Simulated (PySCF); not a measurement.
Gas-phase reaction: 4 CH3SH → H2S2 + 2 H2S + C4H10 (n-butane)

Method: PySCF energies plus ideal-gas RRHO corrections (1 bar). † marks an energy on the PBE0/def2-TZVP geometry and frequencies; other levels use their own. MP2 freezes the core. 6-31G* has spherical d functions here. All species are closed-shell singlets. B3LYP is the form with VWN-RPA correlation. MP2 isn't extrapolated to the basis-set limit.

```csv
level,"ΔH°(298 K), kJ"
B3LYP/6-31G*,[?]
B3LYP/def2-TZVP†,-51
HF/6-31G*,[?]
HF/def2-TZVP†,-50
M06-2X/def2-TZVP†,[?]
MP2/def2-TZVPP†,-58
ωB97M-V/def2-TZVP†,-58
```

### Question
What belongs in the gaps?

### Answer

- B3LYP/6-31G*, ΔH°(298 K), kJ: -28
- HF/6-31G*, ΔH°(298 K), kJ: -26
- M06-2X/def2-TZVP†, ΔH°(298 K), kJ: -52
